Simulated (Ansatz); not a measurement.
# Which is lower?

Two relaxed structures of MgSi₂H₆, closed shell (PBE0-D4/def2-TZVP; forces vanish, vibrations not checked).

A:

| atom | x (Å) | y (Å) | z (Å) |
| --- | --- | --- | --- |
| Si1 | -0.8111 | 1.1532 | -0.9650 |
| Mg2 | 2.1616 | -3.0726 | 2.5713 |
| Si3 | 0.3005 | -0.4274 | 0.3579 |
| H4 | -2.2249 | 0.7428 | -1.1791 |
| H5 | -0.1443 | 1.2752 | -2.2892 |
| H6 | -0.7966 | 2.4837 | -0.2996 |
| H7 | 1.7165 | -0.0223 | 0.5700 |
| H8 | 0.2840 | -1.7605 | -0.3031 |
| H9 | -0.3606 | -0.5495 | 1.6854 |

B:

Si1  (-1.478, 2.152, -1.390)
Mg2  (-0.213, 0.309, -0.229)
Si3  (1.573, -2.209, 1.627)
H4  (-2.006, 0.853, -2.039)
H5  (-0.171, 2.005, -2.202)
H6  (2.370, -3.265, 2.298)
H7  (2.435, -1.430, 0.696)
H8  (0.465, -2.818, 0.844)
H9  (0.995, -1.278, 2.631)
(Å)

Program: Ansatz 0.2.0. Basis: def2-TZVPP. Cores are frozen in the correlated methods. The outer core shell of Li, Na, Mg and K is correlated. The def2 sets are not built for correlating such inner shells, so the correlated values are less sure here. B3LYP uses VWN-RPA correlation.

Problem. Which structure is lower at CCSD(T), and by how much? (Judge from chemistry; the value comes from the calculation.)

Solution. The calculation gives: A, by 1.602 eV (electronic energy, against the other). By their contacts, A is a complex of Si₂H₆ ([SiH3][SiH3]) + Mg and B is a complex of MgSiH₂ ([Mg][SiH2]) + SiH₄.

All methods give the same order:

| method | E(B) − E(A) (eV) |
| --- | --- |
| PBE-D4 | 1.381 |
| r2SCAN-D4 | 1.501 |
| PBE0-D4 | 1.590 |
| B3LYP-D4 | 1.563 |
| wB97M-V | 1.616 |
| HF | 2.146 |
| MP2 | 1.658 |
| CCSD | 1.713 |
| CCSD(T) | 1.602 |

No T1 diagnostic of these runs exceeds 0.016. The restricted Hartree–Fock reference is unstable towards an unrestricted one at one or more of these structures. A large double-excitation amplitude points to some diradical character; no triplet was computed.

Labels in which every atom is bracketed show which atoms are joined, not bond orders.

For scale, one of the runs: CCSD(T)/def2-TZVPP, 200 basis functions, launched by `ansatz run in.yaml --threads 2 --pin off --events-out ev --progress --plain --max-ram 4352MiB`. Hardware: 2 CPU threads of an Arm Neoverse V2, shared host. Wall time 72 s; peak host memory 2.4 GiB.
